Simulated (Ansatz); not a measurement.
A run of Ansatz (development build ahead of 0.2.0) on singlet BH3 at this shape:

```xyz
4

B     0.0078    0.0033    0.0053
H     1.2005    0.0045   -0.0065
H    -0.6064    1.0543   -0.0012
H    -0.5949   -1.0489    0.0038
```

Its results:

| Quantity | Value |
| --- | --- |
| Converged | yes |
| Reference energy | -26.06631 hartree |
| Correlation energy | -0.03706 hartree |
| Total energy | -26.10337 hartree |
| Spin squared of the determinant | 0.000 |

(1) Which input gives this output? Name the method, the orbitals and the basis set, and write the input.

Results:

(1) RHF-MP2 in STO-3G. An unrestricted run that stays on the closed shell gives the same numbers.

```yaml
crystal:
  periodic: [false, false, false]
  atoms:
    - { symbol: B, position_ang: [0.00783, 0.0033, 0.00527] }
    - { symbol: H, position_ang: [1.20047, 0.00453, -0.00653] }
    - { symbol: H, position_ang: [-0.60638, 1.05432, -0.00117] }
    - { symbol: H, position_ang: [-0.59495, -1.04894, 0.00379] }
basis:
  gaussian: { orbitals: STO-3G }
hamiltonian:
  xc: hf
correlation:
  method: mp2
  frozen_orbitals: { B: 1, H: 0 }
```
